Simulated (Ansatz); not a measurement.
## Br, doublet: reading a ladder of total energies

A free Br atom.

Basis 6-31G (Cartesian d functions); Ansatz 0.2.0. Only valence electrons are correlated (noble-gas cores and the filled d shells of p-block atoms frozen), which leaves 7 electrons in 15 orbitals. R marks a restricted (for open shells ROHF) determinant, U an unrestricted one. No spin–orbit coupling is included, and no scalar relativity.

Full CI isn't at hand for all of this; UCCSDTQ serves as the reference, and is uncertain by about the last step of the cluster series.

Runs differ by some tens of microhartree through their thresholds and, for an open shell, their frozen cores, so steps under 0.03 kcal/mol mean nothing.

```tsv
level	total energy (hartree)
UHF	-2572.039558
UMP2	-2572.064756
UCCSD	-2572.069677
UCCSD(T)	-2572.069999
UCCSDT	-2572.070066
UCCSDT(Q)	-2572.070048
UCCSDTQ	-2572.070044
```

What is the correlation energy at UCCSDTQ, and what share of it do UMP2 and UCCSD recover?

E(corr) = -2572.070044 − (-2572.039558) = -0.030486 hartree = -0.830 eV. UMP2: -0.025198 / -0.030486 = 82.65 %. UCCSD: -0.030119 / -0.030486 = 98.80 %.

By how many kcal/mol does UCCSD(T) miss UCCSDTQ (1 hartree = 627.509 kcal/mol), and which steps make up the rest?

-2572.069999 − (-2572.070044) = 0.000045 hartree = 0.03 kcal/mol. Steps: UCCSDT − UCCSD(T) = -0.04, UCCSDT(Q) − UCCSDT = 0.01, UCCSDTQ − UCCSDT(Q) = 0.00 kcal/mol. That is within 1 kcal/mol of the reference in this basis, which itself misses far more of the correlation at the basis-set limit.
